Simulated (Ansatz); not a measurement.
in.yaml

```yaml
crystal:
  periodic: [false, false, false]
  atoms:
    - {symbol: N, position_ang: [-1.851435, 0.025300, -0.018825]}
    - {symbol: H, position_ang: [-2.148715, 0.993134, -0.018825]}
    - {symbol: H, position_ang: [-2.148714, -0.376999, 0.861435]}
    - {symbol: H, position_ang: [-0.512435, 0.025300, -0.018825]}
    - {symbol: Si, position_ang: [0.981565, 0.025300, -0.018825]}
    - {symbol: H, position_ang: [1.593745, -0.848984, 1.071187]}
    - {symbol: H, position_ang: [1.593745, -0.848984, -1.108837]}
basis:
  gaussian: {orbitals: cc-pVDZ}
magnetization: {spin_polarized: false}
correlation: {method: bccd_t, electrons: outside_noble_gas}
```

```sh
$ ansatz run in.yaml --threads 1 --pin off --events-out ev --progress --plain --max-ram 2393MiB
```

**Question.** Roughly how long does this take on 1 thread of Arm Neoverse V2, shared host, and how much host memory?

**Answer.** 1.3 s wall and 0.19 GiB.

```
534 factors; integrals over basis functions are off by at most 1.3e-3 eV
mean field evaluation 1: about -9414.6703 eV, gradient 3.4e1 eV
mean field evaluation 2: about -9414.6714 eV, gradient 3.4e1 eV
mean field evaluation 4: about -9417.9890 eV, gradient 3.0e0 eV
mean field evaluation 8: about -9418.1291 eV, gradient 2.3e-1 eV
mean field evaluation 16: about -9418.0870 eV, gradient 1.5e0 eV
mean field -9418.13009258 eV, -346.1098970644 hartree, gradient 2.9e-6 eV, S^2 0.000000; 0 other end points of the search recorded, 0 dependent functions left out; unrestricted orbitals would lower it
mean field evaluation 32: about -9419.0785 eV, gradient 1.7e-2 eV
6 core orbitals not correlated: weight in the atoms' cores, before any rotation towards them, 1.000 or more for the frozen orbitals, at most 0.000 for the correlated occupied ones
reference -9418.13009258 eV, -346.1098970644 hartree; 7, 7 occupied and 44, 44 virtual orbitals, 534 factors
second order -8.34928770 eV of doubles, -0.00000000 eV of singles
cycle   1  -8.98676430 eV  change   -6.4e-1 eV  update   9.3e-2
cycle   2  -9.34824354 eV  change   -3.6e-1 eV  update   4.1e-2
cycle   3  -9.45346570 eV  change   -1.1e-1 eV  update   2.5e-2
cycle   4  -9.44675307 eV  change    6.7e-3 eV  update   1.1e-2
cycle   5  -9.44613890 eV  change    6.1e-4 eV  update   6.4e-3
cycle   6  -9.44546691 eV  change    6.7e-4 eV  update   3.2e-3
cycle   7  -9.44326623 eV  change    2.2e-3 eV  update   1.7e-3
cycle   8  -9.44361567 eV  change   -3.5e-4 eV  update   8.4e-4
cycle   9  -9.44389104 eV  change   -2.8e-4 eV  update   3.7e-4
cycle  10  -9.44370450 eV  change    1.9e-4 eV  update   2.1e-4
cycle  11  -9.44375762 eV  change   -5.3e-5 eV  update   1.1e-4
cycle  12  -9.44378357 eV  change   -2.6e-5 eV  update   6.0e-5
cycle  13  -9.44380010 eV  change   -1.7e-5 eV  update   3.2e-5
cycle  14  -9.44381170 eV  change   -1.2e-5 eV  update   1.2e-5
perturbative correction -0.38201935 eV, -0.0140389522 hartree
Total energy: -9427.95592363 eV, -346.4709896952 hartree
```
